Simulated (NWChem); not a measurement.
The numbers come from NWChem runs, not from measurements. System: disulfur (S$_{2}$), charge 0, spin multiplicity 3, at a geometry optimised with UPBE0/def2-SVP. Its SCF solution wasn't tested for a lower state. Level: UB2PLYP/def2-TZVP, 10 core orbitals frozen.

Part of the output:

```
             Northwest Computational Chemistry Package (NWChem) 7.3.0
             --------------------------------------------------------

                                NWChem Input Module
                                -------------------

 Scaling coordinates for geometry "geometry" by  1.889725989
 (inverse scale =  0.529177249)

 Turning off AUTOSYM since
 SYMMETRY directive was detected!

                             Geometry "geometry" -> ""
                             -------------------------

 Output coordinates in angstroms (scale by  1.889725989 to convert to a.u.)

  No.       Tag          Charge          X              Y              Z
 ---- ---------------- ---------- -------------- -------------- --------------
    1 S                   16.0000     0.00000000     0.00000000     0.95197100
    2 S                   16.0000     0.00000000     0.00000000    -0.95197100

 Effective nuclear repulsion energy (a.u.)      71.1520496653

            Nuclear Dipole moment (a.u.)
            ----------------------------
        X                 Y               Z
 ---------------- ---------------- ----------------
     0.0000000000     0.0000000000     0.0000000000

      Symmetry information
      --------------------

 Group name             D2h
 Group number             26
 Group order               8
 No. of unique centers     1

      Symmetry unique atoms

     1


 Summary of "ao basis" -> "" (spherical)
 ------------------------------------------------------------------------------
       Tag                 Description            Shells   Functions and Types
 ---------------- ------------------------------  ------  ---------------------
 *                         def2-tzvp                  on all atoms

  dft_input: which_mp2 not specified, using semidirect MP2 by default.

                                 NWChem DFT Module
                                 -----------------

 Summary of "ao basis" -> "ao basis" (spherical)
 ------------------------------------------------------------------------------
       Tag                 Description            Shells   Functions and Types
 ---------------- ------------------------------  ------  ---------------------
 S                         def2-tzvp                13       37   5s5p2d1f

 Summary of "ao basis" -> "ao basis" (spherical)
 ------------------------------------------------------------------------------
       Tag                 Description            Shells   Functions and Types
[...]
     L   x y z        total         alpha         beta         nuclear
     -   - - -        -----         -----         ----         -------
     0   0 0 0     -0.000000    -17.000000    -15.000000     32.000000

     1   1 0 0      0.000000     -0.000000      0.000000      0.000000
     1   0 1 0      0.000000     -0.000000      0.000000      0.000000
     1   0 0 1      0.000000     -0.000000      0.000000      0.000000

     2   2 0 0    -19.249230    -11.414280     -7.834950      0.000000
     2   1 1 0      0.000000      0.000000     -0.000000      0.000000
     2   1 0 1      0.000000      0.000000      0.000000      0.000000
     2   0 2 0    -19.249230    -11.414280     -7.834950      0.000000
     2   0 1 1      0.000000      0.000000      0.000000      0.000000
     2   0 0 2    -17.799068    -66.130333    -55.229461    103.560726

                   NWChem MP2 Semi-direct Energy/Gradient Module
                   ---------------------------------------------

  Basis functions       =     74
  Molecular orbitals    =     74
  Frozen core           =     10
  Frozen virtuals       =      0
  Active alpha occupied =      7
  Active beta occupied  =      5
  Active alpha virtual  =     57
  Active beta virtual   =     59
  Use MO symmetry       = T
  Use skeleton AO sym   = T

  AO/Fock/Back tols     =   1.0D-09  1.0D-09  1.0D-09

 GA uses MA = F    GA memory limited = T

 Available:
  local mem=  3.29D+07
 global mem=  1.31D+08
 local disk=  0.00D+00
  mp2_memr nvloc                    57
  nvloc new                    57
   1 passes of   7:        4194304                      31113                   3731952.
   1 passes of   7: M     32853740           G      131061048           F      28659436.

 Semi-direct pass number   1 of   1  for UHF alpha       at        1.3s
  vrange nnbf                  2744
  mp2_eaftype                    14  avail_ma_in_mb                   286
 EAF : mp2_eaftype filesize          14    1865976.
  mp2_eaf for mointskh                     14
Node 0 wrote      8.8 Mb in      0.0 s     Agg I/O rate:  1199.5 Mb/s
 Done moints_semi at        2.5s
  mp2_eaftype                    14  avail_ma_in_mb                   286
 EAF : mp2_eaftype filesize          14    1865976.
  mp2_eaf for kh                    14
 Done maket at        2.5s
 Done multipass loop at        2.5s

 GA uses MA = F    GA memory limited = T

 Available:
  local mem=  3.29D+07
 global mem=  1.31D+08
 local disk=  0.00D+00
  mp2_memr nvloc                    59
  nvloc new                    59
   1 passes of   5:        4194304                      25915                   2761674.
   1 passes of   5: M     32853740           G      131061048           F      28659436.

 Semi-direct pass number   1 of   1  for UHF beta        at        2.6s
  vrange nnbf                  2744
  mp2_eaftype                    10  avail_ma_in_mb                   286
 EAF : mp2_eaftype filesize          10    1380837.
  mp2_eaf for mointskh                     10
Node 0 wrote      6.5 Mb in      0.0 s     Agg I/O rate:  1733.3 Mb/s
 Done moints_semi at        3.8s
  mp2_eaftype                    10  avail_ma_in_mb                   286
 EAF : mp2_eaftype filesize          10    1380837.
  mp2_eaf for kh                    10
 Done maket at        3.9s
 Done multipass loop at        3.9s

          -------------------------------------------
          DFT energy                    -796.036221594645
          Unscaled MP2 energy             -0.391436392749
          Total DFT+MP2 energy          -796.141909420687
          -------------------------------------------

 -----------------------
 Performance information
 -----------------------

 Timer overhead =  1.97D-07 seconds/call

               Nr. of calls         CPU time (s)                 Wall time (s)                GFlops
             ---------------    -------------------     ------------------------------   -------------------
Name         Min   Avg   Max    Min     Avg     Max     Min     Avg     Max   Mx/calls   Min     Max     Sum
mp2: moin     2     2     2    2.5     2.5     2.5      2.5     2.5     2.5     1.2      0.0     0.0     0.0
mp2: make     2     2     2   7.10E-2 7.10E-2 7.10E-2  7.10E-2 7.10E-2 7.10E-2 3.55E-2   0.0     0.0     0.0
mp2: tota     1     1     1    2.6     2.6     2.6      2.6     2.6     2.6     2.6      0.0     0.0     0.0

 The average no. of pstat calls per process was 5.00D+00
 with a timing overhead of 9.84D-07s

 Task  times  cpu:        3.8s     wall:        3.8s

 Total times  cpu:        3.9s     wall:        3.9s
```

### Question
Write an NWChem input that would produce this output.

### Answer
This is not unique; one that fits is 
```
start mol
memory heap 200 mb stack 800 mb global 1000 mb
geometry units angstroms nocenter noautoz
  S      0.000000     0.000000     0.951971
  S      0.000000     0.000000    -0.951971
  symmetry group D2h
end
basis spherical
  * library def2-tzvp
end
dft
  xc hfexch 0.53 becke88 0.47 lyp 0.73 mp2 0.27
  dftmp2
  odft
  mult 3
  semidirect memsize 60000000 filesize 0
  iterations 100
end
mp2
  freeze core 10
end
task dft energy
```
